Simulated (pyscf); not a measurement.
Four-centre exchange: SnH₄ + HF -> F–SnH₃ + H₂

Gas phase, singlet surface, charge 0. Bonds broken: Sn1–H2, F6–H7. Bonds formed: Sn1–F6, H2–H7. Optimised with ωB97X-D3(BJ)/def2-SVP in PySCF.

Transition state (Å):

```xyz
7

Sn    -1.2359    -0.3730    -0.2364
H      0.4489     0.2751     0.6992
H     -0.4678    -1.7774    -0.8076
H     -2.4305     0.1813    -1.3212
H     -1.9351    -0.4984     1.3166
F     -0.1169     1.3881    -0.9917
H      0.4129     0.9550    -0.0506
```

One imaginary mode, 1143i cm⁻¹; descent along it reached the two sides named.

```json
[
 {"bond": "Sn1–H2", "change": "breaks", "reactant side (Å)": "1.719", "saddle": "2.033", "product side": "3.7"},
 {"bond": "F6–H7", "change": "breaks", "reactant side (Å)": "0.927", "saddle": "1.164", "product side": "2.305"},
 {"bond": "Sn1–F6", "change": "forms", "reactant side (Å)": "3.1", "saddle": "2.219", "product side": "1.949"},
 {"bond": "H2–H7", "change": "forms", "reactant side (Å)": "2.007", "saddle": "1.013", "product side": "0.762"}
]
```

Electronic energies relative to the separated reactants (eV):

```tsv
level	barrier	reaction energy	reverse barrier
ωB97X-D3(BJ)/def2-TZVP	1.14	-0.43	1.58
PBE/def2-TZVP	0.90	-0.42	1.32
r²SCAN/def2-TZVP	0.97	-0.48	1.44
B3LYP-D3(BJ)/def2-TZVP	1.10	-0.45	1.54
PBE0-D3(BJ)/def2-TZVP	1.10	-0.32	1.42
M06-2X/def2-TZVP	1.07	-0.60	1.67
ωB97M-D3(BJ)/def2-TZVP	1.19	-0.37	1.56
HF/def2-TZVP	1.84	-0.34	2.17
```

With ωB97M-D3(BJ)/def2-TZVP energies and thermal terms (ideal gas, 1 atm, RRHO with modes under 100 cm⁻¹ raised to 100, one conformer, R ln 2 for chiral ones without a mode under 150 cm⁻¹), in eV:

```tsv
T (K)	ΔH‡	ΔG‡	ΔH	ΔG
298	1.13	1.47	-0.45	-0.43
600	1.11	1.82	-0.43	-0.42
900	1.12	2.18	-0.41	-0.42
1200	1.14	2.52	-0.40	-0.42
```

At the saddle there is also a short H–Sn contact that neither side keeps. This is the saddle that the search found; another between the same sides may lie lower. Elements past Kr carry the def2 core potentials, without spin-orbit coupling.
